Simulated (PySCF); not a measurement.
## Core-level binding energies of Al(H2O)H3

Species: Al(H2O)H3.
Cartesian coordinates in Å at the PBE0-D3(BJ)/def2-SVP level; atoms count from 1:
```xyz
7
AlH5O angstrom
Al     0.027   -0.077   -0.897
O      0.115   -0.125    1.131
H     -0.730   -0.240    1.586
H      0.563    0.622    1.549
H      1.601   -0.029   -1.180
H     -0.792    1.293   -1.088
H     -0.784   -1.442   -1.100
```

Theory: delta-SCF UKS SCAN, pcX-2 on the ionised atom, pcseg-1 elsewhere, spin-free X2C in PySCF 2.14.0. These are vertical core ionisation energies against the vacuum level, from separate self-consistent calculations with and without the core hole.

Give the core binding energies atom by atom.

```
atom(s)   bonded to  level  binding energy (eV)  count
    Al1   O and 3 H  Al 1s              1566.10      1
     O2  2 H and Al   O 1s               542.14      1
```

Which effective nuclear charge Zeff reproduces each element's mean 1s value in the hydrogen-like formula E = 13.606 eV × Zeff²?

O (Z = 8): mean 542.1 eV, Zeff = 6.31, Z − Zeff = 1.69; Al (Z = 13): mean 1566.1 eV, Zeff = 10.73, Z − Zeff = 2.27. Means run over the listed sites, weighted by atom count.

Isolated species at its PBE0-D3(BJ)/def2-SVP geometry, gas phase.
